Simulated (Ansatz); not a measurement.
Results of PBEsol (PAW; Ansatz, a first-principles code) for fcc Ca.

Settings: plane-wave cutoff 520 eV, 20×20×20 k mesh, Fermi–Dirac smearing 0.042 eV (set by the program), scalar-relativistic PAW data made under PBE.

Computed at the level's own relaxed cell.

Predict the polycrystal shear modulus (Hill average), Voigt–Reuss–Hill bulk modulus, elastic constant C44, Poisson ratio, Young modulus, elastic constant C11 and elastic constant C12.


polycrystal shear modulus (Hill average): 8.51 GPa
Voigt–Reuss–Hill bulk modulus: 18.0 GPa
elastic constant C44: 14.3 GPa
Poisson ratio: 0.295
Young modulus: 22.1 GPa
elastic constant C11: 23.2 GPa
elastic constant C12: 15.4 GPa

Measured, for comparison: elastic constant C44 16 GPa (temperature not stated, not corrected to a static lattice; as tabulated in Jones et al. (2010), arXiv:1012.0803). Computed (rounded) less measured: elastic constant C44 -11 %.

Elastic constants are with the ions relaxed.

Cost on a shared machine: roughly 3 core-minutes.
